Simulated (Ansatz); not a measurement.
**B20 (FeSi-type) FeSi**

The numbers are results of r²SCAN-D4 in Ansatz (plane waves, PAW), not measurements.

Run with plane-wave cutoff 560 eV, 8×8×8 k mesh, Fermi–Dirac smearing 0.01 eV, no spin polarisation, scalar-relativistic PAW data made under PBE.

Cell (relaxed at this level):

FeSi is modelled in the cubic space group P2₁3 (No. 198), Pearson symbol cP8. Cell: a = b = c = 4.390 Å, α = β = γ = 90.00°. Fe on 4a has 4 Si at 2.249–2.285 Å and 3 Si at 2.461 Å and 6 Fe at 2.693 Å. Si on 4a has 4 Fe at 2.249–2.285 Å and 3 Fe at 2.461 Å. (Neighbours: up to the widest gap in distance over summed covalent radii, below 1.35, at either atom; cation-cation and far metal-metal contacts left out.)

| Property | Result |
|---|---|
| bulk modulus | 250 GPa |
| band gap | 0.33 eV |
| smallest direct gap on the k points sampled | 0.34 eV |
| direct gap at Γ | 0.98 eV |
| pressure derivative B′ of the bulk modulus | 4.7 |

Measured, for comparison: band gap 0.05 eV (temperature not stated, not corrected to a static lattice, indirect, transport; lower end of the printed range; as tabulated in Tomczak (2018), arXiv:1802.07220); bulk modulus 178 GPa (room temperature, not corrected to a static lattice, our sources range from 169 to 185; as tabulated in Study of the compressibility of FeSi, MnSi, and CoS2 (JETP Letters), abstract). Computed (rounded) less measured: band gap +0.28 eV, bulk modulus +40 % (+35 % to +48 % over the range).

Note: the bulk modulus comes from volumes at which shape and atoms were relaxed.

Computing time: around 16 core-minutes (rough).

Ansatz is an electronic-structure program.
